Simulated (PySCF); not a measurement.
EPR parameters of C2H6N

Compound: C2H6N (doublet state).
Numbering: `[CH3:1][N:2][CH3:3]` (hydrogens: H4, H5, H6 on C1; H7, H8, H9 on C3)

Cartesian coordinates in Å at the GFN2-xTB level; atoms count from 1:
```
atom  x, y, z in Å
C1    -1.1639   -0.0807    0.0433
N2     0.1640    0.3052    0.2800
C3     1.1801   -0.6130   -0.0245
H4    -1.2811   -1.0461   -0.4717
H5    -1.6947   -0.1286    1.0043
H6    -1.6640    0.7096   -0.5280
H7     1.8721   -0.6669    0.8231
H8     1.7718   -0.2202   -0.8636
H9     0.8293   -1.6223   -0.2881
```

The calculation used UKS B3LYP, pcH-1 on C H N, non-relativistic, mean-field spin-orbit, GIAO (PySCF). Isolated species at its GFN2-xTB geometry, gas phase. A GFN2-xTB geometry isn't a minimum of the functional, and hyperfine couplings can be far from their values at a DFT geometry. The SCF solution wasn't tested for stability.

* g1, g2, g3: 2.00211, 2.00399, 2.00730
* g_iso: 2.00447
* Form of g: rhombic: the two nearest values differ by 36 % of g3 − g1
* ⟨S²⟩: 0.7539 (exact 0.7500)
* α and β electrons: 13, 12
* HOMO–LUMO gap, α and β orbitals: 7.72, 4.64 eV
* Total energy: -134.51897 Eh

Isotropic coupling and dipolar principal values T1 to T3, in 10⁻⁴ cm⁻¹; ρ(0) is the spin density at the nucleus (1 × 10⁻⁴ cm⁻¹ = 2.998 MHz):

| atom | isotope | a_iso | T1 | T2 | T3 | Mulliken spin population | ρ(0) (bohr⁻³) |
| --- | --- | --- | --- | --- | --- | --- | --- |
| C1 | 13C | -12.3 | -1.4 | 0.0 | 1.4 | -0.07 | -0.0328 |
| N2 | 14N | 12.0 | -14.3 | -14.2 | 28.5 | 0.90 | 0.1109 |
| C3 | 13C | -12.3 | -1.4 | 0.0 | 1.4 | -0.07 | -0.0328 |
| H4 | 1H | 1.0 | -1.6 | -1.6 | 3.2 | 0.00 | 0.0007 |
| H5 | 1H | 53.7 | -2.2 | -1.3 | 3.6 | 0.07 | 0.0360 |
| H6 | 1H | 38.6 | -2.1 | -1.5 | 3.6 | 0.05 | 0.0259 |
| H7 | 1H | 36.4 | -2.1 | -1.5 | 3.6 | 0.05 | 0.0244 |
| H8 | 1H | 55.5 | -2.2 | -1.3 | 3.6 | 0.07 | 0.0372 |
| H9 | 1H | 1.6 | -1.6 | -1.6 | 3.2 | 0.00 | 0.0011 |

The largest Mulliken spin populations are on N2 (+0.90), H8 (+0.07), H5 (+0.07) and C3 (-0.07). N2 is the only atom above +0.15.

Under fast tumbling the dipolar parts average out, and these isotropic splittings remain: 6 × 1H (H4 (×6), I = 1/2, 7 lines) with 3.33 mT and 1 × 14N (N2, I = 1, 3 lines) with 1.28 mT.

Nuclei that the bonding pattern makes equivalent are averaged, as if the motion that swaps them (rotation, inversion, ring flip) were fast. The six 1H nuclei of mean +93.3 MHz run from 3.0 to 166.3 MHz in the frozen geometry.

The 13C coupling of C1/C3 (mean -36.9 MHz) shows only in satellite lines or after enrichment, since that isotope makes up about 1.07 % of natural carbon.

β density exceeds α density at some nuclei, such as C1/C3 (-0.0328), spin density in bohr⁻³. In a single determinant that takes different orbitals for the two spins, that is spin polarisation.
